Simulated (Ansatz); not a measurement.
# AlH2S radical (SMILES [AlH2][S]): one structure at several levels

The task here is to estimate one member of a computed series from the others.

Program: Ansatz 0.2.0, Gaussian basis. Level of theory: single points in def2-TZVPP. These are calculated values, not measurements.

Cores are frozen in the correlated methods. Orbitals are unrestricted.

**Starting geometry**

4 atoms, charge 0, spin multiplicity 2.

Atoms are counted from 1 here; the program's logs count them from 0.

Bond lengths: Al1–S2 2.377 Å, Al1–H3 1.496 Å, Al1–H4 1.617 Å. Angles: S2–Al1–H3 114.1°, S2–Al1–H4 118.2°, H3–Al1–H4 127.7°.

Coordinates:

```xyz
4
charge 0, multiplicity 2
Al   -0.19250    0.08240   -0.15670
S     1.32630   -0.21270    1.64770
H    -1.24540   -0.97620   -0.24720
H     0.05160    1.32190   -1.16530
```

The first run:

run/in.yaml reads:

```yaml
crystal:
  periodic: [false, false, false]
  atoms:
    - {symbol: Al, position_ang: [-0.192500, 0.082400, -0.156700]}
    - {symbol: S, position_ang: [1.326300, -0.212700, 1.647700]}
    - {symbol: H, position_ang: [-1.245400, -0.976200, -0.247200]}
    - {symbol: H, position_ang: [0.051600, 1.321900, -1.165300]}
basis:
  gaussian: {orbitals: def2-TZVPP}
magnetization: {spin_polarized: true, initial_magnetization: 1}
correlation: {method: ccsd_t}
scf: {omitted_lower_state_checks: [cluster_reference]}
output: {forces: true}
```

No record of the launch command was kept for these runs.

Steps of the session up to this table: CCSD(T)/def2-TZVPP; PBE0-D4/def2-TZVPP; wB97M-V/def2-TZVPP; r2SCAN-D4/def2-TZVPP; PBE-D4/def2-TZVPP; BHLYP-D4/def2-TZVPP; r2SCAN0-D4/def2-TZVPP.

One of the session's tables, all rows but one given; the rest of the session is left out.

| method | RMS force component (eV/Å) | angle to CCSD(T) forces (°) | dipole (D) |
| --- | --- | --- | --- |
| CCSD(T) | 0.998 | reference | 1.69 |
| PBE0-D4 | 1.032 | 1.7 | 1.75 |
| wB97M-V | ? | ? | ? |
| r2SCAN-D4 | 1.031 | 1.7 | 1.71 |
| PBE-D4 | 1.021 | 5.0 | 1.65 |
| BHLYP-D4 | 1.004 | 4.7 | 1.87 |
| r2SCAN0-D4 | 1.037 | 2.5 | 1.80 |

**Question.** Estimate the row for wB97M-V.

**Answer.** RMS force component (eV/Å): 0.997; angle to CCSD(T) forces (°): 3.3; dipole (D): 1.80. In the column «RMS force component (eV/Å)» it is the lowest.
